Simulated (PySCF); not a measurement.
System: CH₅S, charge 1, multiplicity 1. It need not be the lowest isomer of its formula. 
Coordinates optimised at B3LYP-D3(BJ)/def2-TZVP (Ansatz):
SMILES: C[SH2+]
```xyz
7

C     -0.0342     1.1940    -0.1208
S     -0.0235    -0.6123     0.1491
H      1.2549    -0.8954    -0.1924
H     -1.0769     1.4991    -0.0545
H      0.5344     1.6218     0.7029
H      0.4004     1.4381    -1.0850
H     -0.5324    -1.0315    -1.0325
```
Charge +1, spin multiplicity 1.

Dispersion corrections to the total energy (kcal/mol) from the dftd3 and dftd4 libraries through PySCF: D3(BJ) without and D4 with the three-body term, each with the damping fitted for the functional named.

```
functional  D3(BJ)     D4
----------  ------  -----
HF          -22.23  -6.18
BHLYP            …  -1.69
LC-wPBE          …  -1.65
revPBE       -6.34  -5.44
B2GP-PLYP    -1.39  -0.60
B2PLYP       -1.83  -1.02
HSE06            …  -1.12
```

Question: Fill in the missing entries.

Answer: 
- BHLYP, D3(BJ): -3.14
- LC-wPBE, D3(BJ): -2.08
- HSE06, D3(BJ): -1.38
